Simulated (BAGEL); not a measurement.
# singlet [C2F3]−: levels of theory compared

Wanted: a comparison of 6 runs (HF/3-21G, HF/6-31G*, HF/aug-cc-pVDZ, B3LYP/6-31G*, PBE0/aug-cc-pVDZ, RI-MP2/aug-cc-pVDZ) of singlet [C2F3]−. 

The calculation is run with BAGEL 1.2.2.

2 further runs of the same task are left out: 2 set aside as unsound or not needed.

**1. The structure to begin with**

[C2F3]− has 5 atoms, charge -1, and is taken as a singlet. As SMILES of the parent species, `F[C]=C(F)F`. The coordinates come from a PBE0-D4/def2-TZVP relaxation. That shape belongs to the parent species and isn't relaxed for this state.

Bond lengths: F1–C2 1.297 Å, C2–C3 1.311 Å, C3–F4 1.317 Å, C3–F5 1.311 Å. Angles: F1–C2–C3 129.8°, C2–C3–F4 124.9°, C2–C3–F5 123.2°, F4–C3–F5 111.9°.

**2. A single-point energy at HF/3-21G (density fitting with cc-pvqz-jkfit) (run 1)**

The input, input.json:

```json
{ "bagel": [

{
  "title": "molecule",
  "basis": "3-21g",
  "df_basis": "cc-pvqz-jkfit",
  "angstrom": "true",
  "geometry": [
    { "atom": "F", "xyz": [    0.577720,   -1.033470,    1.511080 ] },
    { "atom": "C", "xyz": [    0.506940,    0.038840,    0.785720 ] },
    { "atom": "C", "xyz": [   -0.126500,    0.247860,   -0.343200 ] },
    { "atom": "F", "xyz": [   -0.848620,   -0.650470,   -0.980670 ] },
    { "atom": "F", "xyz": [   -0.109540,    1.397240,   -0.972920 ] }
  ]
},
{ "title": "hf", "charge": -1 },
{ "title": "print", "file": "orbitals.molden", "orbitals": "true" }

]}
```

Started as:

```bash
$ BAGEL_NUM_THREADS=1 BAGEL input.json > input.out
```

Standard output:

```text
* using 1 threads per process

  ===============================================================
  ===============================================================

  *** Geometry ***

  { "atom" : "F", "xyz" : [      1.091733,     -1.952975,      2.855527 ] },
  { "atom" : "C", "xyz" : [      0.957978,      0.073397,      1.484796 ] },
  { "atom" : "C", "xyz" : [     -0.239050,      0.468388,     -0.648554 ] },
  { "atom" : "F", "xyz" : [     -1.603659,     -1.229210,     -1.853198 ] },
  { "atom" : "F", "xyz" : [     -0.207001,      2.640401,     -1.838552 ] },

  Number of auxiliary basis functions:      530

  Since a DF basis is specified, we compute 2- and 3-index integrals:
    o Being stored without compression. Storage requirement is 0.009 GB

  Number of basis functions:       45
  Number of electrons      :       39

    * METHOD: MOLECULE                             0.11

  *** RHF ***

  === Nuclear Repulsion ===
   163.4039437925

      * DIIS with orbital gradients will be used.

  === RHF iteration (3-21g) ===
      0       -371.73016369          0.02882186           0.02
      1       -371.83543949          0.01636832           0.01
      2       -371.87168754          0.00208772           0.02
      3       -371.87392478          0.00065444           0.02
      4       -371.87417436          0.00025538           0.02
      5       -371.87421263          0.00008166           0.02
      6       -371.87421527          0.00002250           0.02
      7       -371.87421547          0.00000611           0.02
      8       -371.87421549          0.00000186           0.02
      9       -371.87421549          0.00000061           0.02
     10       -371.87421550          0.00000028           0.02
     11       -371.87421550          0.00000009           0.02
     12       -371.87421550          0.00000003           0.01
     13       -371.87421550          0.00000001           0.01
     14       -371.87421550          0.00000000           0.02
    * SCF iteration converged.

    * Permanent dipole moment:
           (    0.621681,     0.379142,     0.774111) a.u.

    * METHOD: HF                                   0.27

    * METHOD: PRINT                                0.00

  ===============================================================
```

Run time: 0.54 s. Hardware: 1 thread of AMD EPYC 9R45 (Zen 5), shared host; peak memory 0.08 GiB.

**3. The energy at HF/6-31G(d) (density fitting with cc-pvqz-jkfit, spherical functions) (run 2)**

The input, calc.json:

```json
{ "bagel": [

{
  "title": "molecule",
  "basis": "6-31gs.json",
  "df_basis": "cc-pvqz-jkfit",
  "angstrom": true,
  "geometry": [
    { "atom": "F", "xyz": [    0.577720,   -1.033470,    1.511080 ] },
    { "atom": "C", "xyz": [    0.506940,    0.038840,    0.785720 ] },
    { "atom": "C", "xyz": [   -0.126500,    0.247860,   -0.343200 ] },
    { "atom": "F", "xyz": [   -0.848620,   -0.650470,   -0.980670 ] },
    { "atom": "F", "xyz": [   -0.109540,    1.397240,   -0.972920 ] }
  ]
},
{
  "title": "hf",
  "charge": -1
},
{
  "title": "print",
  "file": "orbitals.molden",
  "orbitals": true
}

]}
```

The basis set 6-31G* is read from a file made from the Basis Set Exchange's data (not shown).

Started as:

```bash
$ BAGEL_NUM_THREADS=1 BAGEL calc.json > calc.out
```

Standard output:

```text
* using 1 threads per process

  ===============================================================
  ===============================================================

  *** Geometry ***

  { "atom" : "F", "xyz" : [      1.091733,     -1.952975,      2.855527 ] },
  { "atom" : "C", "xyz" : [      0.957978,      0.073397,      1.484796 ] },
  { "atom" : "C", "xyz" : [     -0.239050,      0.468388,     -0.648554 ] },
  { "atom" : "F", "xyz" : [     -1.603659,     -1.229210,     -1.853198 ] },
  { "atom" : "F", "xyz" : [     -0.207001,      2.640401,     -1.838552 ] },

  Number of auxiliary basis functions:      530

  Since a DF basis is specified, we compute 2- and 3-index integrals:
    o Being stored without compression. Storage requirement is 0.021 GB

  Number of basis functions:       70
  Number of electrons      :       39

    * METHOD: MOLECULE                             0.13

  *** RHF ***

  === Nuclear Repulsion ===
   163.4039437925

      * DIIS with orbital gradients will be used.

  === RHF iteration (6-31gs.json) ===
      0       -373.69557363          0.02147297           0.03
      1       -373.83677527          0.01361869           0.03
      2       -373.89179329          0.00185520           0.03
      3       -373.89445949          0.00061507           0.03
      4       -373.89482984          0.00023544           0.03
      5       -373.89489666          0.00008659           0.03
      6       -373.89490259          0.00003252           0.03
      7       -373.89490337          0.00000843           0.03
      8       -373.89490342          0.00000353           0.03
      9       -373.89490343          0.00000169           0.03
     10       -373.89490343          0.00000038           0.03
     11       -373.89490343          0.00000016           0.03
     12       -373.89490343          0.00000007           0.03
     13       -373.89490343          0.00000002           0.03
     14       -373.89490343          0.00000001           0.03
    * SCF iteration converged.

    * Permanent dipole moment:
           (    0.666129,     0.366051,     0.852435) a.u.

    * METHOD: HF                                   0.46

    * METHOD: PRINT                                0.01

  ===============================================================
```

Run time: 0.76 s. Hardware: 1 thread of AMD EPYC 9R45 (Zen 5), shared host; peak memory 0.1 GiB.

Runs 3 to 5 aren't shown in full; the table further down has their settings and results.

**4. A single-point energy at RI-MP2/aug-cc-pVDZ (density fitting with cc-pvqz-jkfit) (run 6)**

The input, job.json:

```json
{ "bagel" : [

{
  "title" : "molecule",
  "basis" : "aug-cc-pvdz.json",
  "df_basis" : "cc-pvqz-jkfit",
  "angstrom" : true,
  "geometry" : [
    { "atom" : "F", "xyz" : [    0.577720,   -1.033470,    1.511080 ] },
    { "atom" : "C", "xyz" : [    0.506940,    0.038840,    0.785720 ] },
    { "atom" : "C", "xyz" : [   -0.126500,    0.247860,   -0.343200 ] },
    { "atom" : "F", "xyz" : [   -0.848620,   -0.650470,   -0.980670 ] },
    { "atom" : "F", "xyz" : [   -0.109540,    1.397240,   -0.972920 ] }
  ]
},
{
  "title" : "hf",
  "charge" : -1
},
{
  "title" : "mp2",
  "charge" : -1,
  "ncore" : 5
}

]}
```

The basis set aug-cc-pVDZ is read from a file made from the Basis Set Exchange's data (not shown).

Started as:

```bash
$ BAGEL_NUM_THREADS=1 BAGEL job.json > job.out
```

Standard output:

```text
* using 1 threads per process

  ===============================================================
  ===============================================================

  *** Geometry ***

  { "atom" : "F", "xyz" : [      1.091733,     -1.952975,      2.855527 ] },
  { "atom" : "C", "xyz" : [      0.957978,      0.073397,      1.484796 ] },
  { "atom" : "C", "xyz" : [     -0.239050,      0.468388,     -0.648554 ] },
  { "atom" : "F", "xyz" : [     -1.603659,     -1.229210,     -1.853198 ] },
  { "atom" : "F", "xyz" : [     -0.207001,      2.640401,     -1.838552 ] },

  Number of auxiliary basis functions:      530

  Since a DF basis is specified, we compute 2- and 3-index integrals:
    o Being stored without compression. Storage requirement is 0.056 GB

  Number of basis functions:      115
  Number of electrons      :       39

    * METHOD: MOLECULE                             0.18

  *** RHF ***

  === Nuclear Repulsion ===
   163.4039437925

      * DIIS with orbital gradients will be used.

  === RHF iteration (aug-cc-pvdz.json) ===
      0       -373.65641532          0.01444112           0.06
      1       -373.87977082          0.01077479           0.05
      2       -373.97154768          0.00182117           0.05
      3       -373.97587227          0.00073025           0.05
      4       -373.97660974          0.00020586           0.05
      5       -373.97670258          0.00007492           0.05
      6       -373.97671094          0.00003556           0.05
      7       -373.97671275          0.00000760           0.05
      8       -373.97671286          0.00000302           0.05
      9       -373.97671287          0.00000158           0.05
     10       -373.97671288          0.00000043           0.05
     11       -373.97671288          0.00000015           0.05
     12       -373.97671288          0.00000006           0.05
     13       -373.97671288          0.00000002           0.05
     14       -373.97671288          0.00000001           0.05
    * SCF iteration converged.

    * Permanent dipole moment:
           (    0.853567,     0.566485,     1.036630) a.u.

    * METHOD: HF                                   0.84

  *** RHF ***

  === Nuclear Repulsion ===
   163.4039437925

      * DIIS with orbital gradients will be used.

  === RHF iteration (aug-cc-pvdz.json) ===
      0       -373.97671288          0.00000000           0.05
    * SCF iteration converged.

    * Permanent dipole moment:
           (    0.853567,     0.566485,     1.036630) a.u.

  === DF-MP2 calculation ===

    * freezing 5 orbitals
    * 3-index integral transformation done
    * assembly done

      MP2 correlation energy:   -0.8706028438      0.05

      MP2 total energy:       -374.8473157223

    * METHOD: MP2                                  0.16

  ===============================================================
```

Wall time 1.4 s (1 thread of AMD EPYC 9R45 (Zen 5), shared host); peak memory 0.16 GiB.

**5. Overview of the runs**

| run | level | frozen core orbitals | energy (Eh) | HOMO energy (eV) | LUMO energy (eV) | HOMO–LUMO gap (eV) | wall time |
| --- | --- | --- | --- | --- | --- | --- | --- |
| 1 | HF/3-21G (density fitting with cc-pvqz-jkfit) | – | -371.874215 | -1.41 | 13.92 | 15.33 | 0.54 s |
| 2 | HF/6-31G* (density fitting with cc-pvqz-jkfit, spherical functions) | – | -373.894903 | -1.49 | 13.97 | 15.45 | 0.76 s |
| 3 | HF/aug-cc-pVDZ (density fitting with cc-pvqz-jkfit) | – | -373.976713 | -2.46 | 5.35 | 7.82 | 1.2 s |
| 4 | B3LYP/6-31G* (density fitting with cc-pvqz-jkfit, spherical functions) | – | -375.586862 | 2.84 | 9.57 | 6.74 | 3.6 s |
| 5 | PBE0/aug-cc-pVDZ (density fitting with cc-pvqz-jkfit) | – | -375.324488 | 0.75 | 4.32 | 3.57 | 6 s |
| 6 | RI-MP2/aug-cc-pVDZ (density fitting with cc-pvqz-jkfit) | 5 | -374.847316 | – | – | – | 1.4 s |

**6. What came out**

| quantity | value |
| --- | --- |
| run 6: total energy | -374.84732 Eh |
| run 6: correlation energy (5 core orbitals frozen) | -870.6 mEh |

What this shows: Over runs 1, 2, 3, 4, 5 the HOMO–LUMO gap runs from 3.57 eV (PBE0/aug-cc-pVDZ) to 15.45 eV (HF/6-31G*). The two ends differ in method and basis. The empty levels of an anion lie above zero and hang on the basis. Totals of different functionals can't be ranked against each other. In runs 4, 5 the HOMO lies above zero, so the outermost electron may be held by the basis alone. All runs together took 14 s, the longest 6 s.
